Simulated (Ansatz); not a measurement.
# HO2: the cost of one run

Computed with Ansatz 0.2.0 (unrestricted Hartree-Fock, Gaussian basis aug-cc-pV(T+d)Z, and further levels as typed in the inputs, unless a step's input says otherwise).

### Step 1. The structure to begin with

Bond lengths: H1–O2 0.973 Å, O2–O3 1.331 Å. Angles: H1–O2–O3 77.3°.

Coordinates:

```xyz
3

H     0.9400    0.2500    0.0000
O     0.0000    0.0000    0.0000
O    -0.0500    1.3300    0.0000
```

### Step 2. Relaxing the atoms: HO2

The input, input.yaml:

```yaml
relax:
  f_tol: 0.001
  max_steps: 200
crystal:
  periodic: [false, false, false]
  atoms:
    - { symbol: H, position_ang: [0.94, 0.25, 0.0] }
    - { symbol: O, position_ang: [0.0, 0.0, 0.0] }
    - { symbol: O, position_ang: [-0.05, 1.33, 0.0] }
magnetization:
  spin_polarized: true
  initial_magnetization: 1
basis:
  gaussian: { orbitals: "aug-cc-pV(T+d)Z.json" }
hamiltonian:
  xc: hf
```

The run is started by

```console
$ ansatz run input.yaml --threads 4 --pin off --max-ram 6144MiB --backend cpu --events-out ev --progress --plain --runs-dir out
```

Q: Estimate wall time and peak memory on 4 threads of Arm Neoverse V1, shared host.

About 4.4 s, with a peak of 0.18 GiB.
